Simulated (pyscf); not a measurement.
PySCF, gas phase, ωB97X-D3(BJ)/def2-SVP geometries.

Problem. Estimate the classical barrier height and the reaction energy of HO–Bi(OH)–O–SiH₃ (SMILES [OH][Bi]([OH])[O][SiH3]) + H₂O (SMILES O) -> HO–Bi(OH)–OH (SMILES [OH][Bi]([OH])[OH]) + HO–SiH₃ (SMILES O[SiH3]) at ωB97M-D3(BJ)/def2-TZVP. The step runs on the singlet surface, breaks Bi–O, H–O and forms Bi–O, H–O; take the separated reactants as zero.

Solution. ΔE‡ = 6.2 kcal/mol, ΔE = +3.8 kcal/mol. Zero-point energy shifts the barrier by +0.2 kcal/mol. It is a four-centre exchange, with an imaginary mode of 852i cm⁻¹. On the reactant side the descent ends in an adduct with a Bi–O contact, 12.6 kcal/mol under the separated species and 18.3 kcal/mol under the saddle at ωB97X-D3(BJ)/def2-TZVP. On the product side the descent ends in a bound adduct, 12.0 kcal/mol under the separated species and 11.6 kcal/mol under the saddle at ωB97X-D3(BJ)/def2-TZVP. What is counted as formed (Bi–O) is already present as a longer contact in the reactant adduct; forming that adduct is a step of its own. This is the saddle that the search found; another between the same sides may lie lower. Elements past Kr carry the def2 core potentials, without spin-orbit coupling.
